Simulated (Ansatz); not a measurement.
**Al₂H₄ (singlet): the correlation ladder at distance Al1–Al2 = 2.887 Å, cc-pVDZ**

One table from this session's results is given with a row withheld; the runs are named, their logs left out.

The runs use Ansatz 0.2.0, Gaussian basis; cc-pVDZ, core rule «outside noble gas», up to 10 orbitals frozen.

The runs, in order: UHF; CCSD(T) on RHF; BCCD(T) on RHF; CISD; CCSDT(Q) on RHF; CCSDTQ on RHF; CASSCF and MRCISD+Q, 2 electrons in 2 orbitals; CASSCF and NEVPT2, 2 electrons in 2 orbitals.

### The geometry

The geometry derives from a PBE0/def2-TZVP stationary point (not a proven minimum). One bond is set to the value named and the two fragments are kept rigid.

6 atoms, charge 0, spin multiplicity 1.

Atoms are counted from 1 here; the program's logs count them from 0.

Bond lengths: Al1–H3 1.595 Å, Al1–H4 1.595 Å, Al2–H5 1.595 Å, Al2–H6 1.595 Å. Angles: H3–Al1–H4 116.1°, H5–Al2–H6 116.1°.

Set-up of the first run:

The input, in.yaml:

```yaml
crystal:
  periodic: [false, false, false]
  atoms:
    - {symbol: Al, position_ang: [0.000000, 0.000000, 1.443500]}
    - {symbol: Al, position_ang: [0.000000, 0.000000, -1.443500]}
    - {symbol: H, position_ang: [0.000000, 1.353331, 2.287315]}
    - {symbol: H, position_ang: [0.000000, -1.353331, 2.287315]}
    - {symbol: H, position_ang: [0.000000, 1.353331, -2.287315]}
    - {symbol: H, position_ang: [0.000000, -1.353331, -2.287315]}
basis:
  gaussian: {orbitals: cc-pVDZ}
magnetization: {spin_polarized: true, initial_magnetization: 0}
hamiltonian: {xc: hf}
output: {orbitals: {seedname: orbitals}}
```

Started as:

```sh
$ ansatz run in.yaml --threads 1 --pin off --events-out ev --progress --plain --max-ram 4096MiB --backend cpu
```

Steps of the session up to this table: UHF; CCSD(T) on RHF; BCCD(T) on RHF; CISD; CCSDT(Q) on RHF; CCSDTQ on RHF; CASSCF and MRCISD+Q, 2 electrons in 2 orbitals; CASSCF and NEVPT2, 2 electrons in 2 orbitals.

One table of the session follows, with a row left open; its other results are not shown here.

```
       method  from RCCSDTQ (meV)
          RHF             +4833.8
         RMP2             +1237.2
         CISD              +485.1
        RCCSD              +117.6
     RCCSD(T)               +31.1
      BCCD(T)               +30.3
       RCCSDT                +4.4
    RCCSDT(Q)                +0.9
      RCCSDTQ                   0
  CASSCF pair                   ?
  NEVPT2 pair             +1247.4
  MRCISD pair              +419.7
MRCISD+Q pair                +2.9
```

Estimate the missing values for CASSCF pair.

The run gave: from RCCSDTQ (meV): +4460.0. In the column «from RCCSDTQ (meV)» it lies between NEVPT2 pair (+1247.4) and RHF (+4833.8).
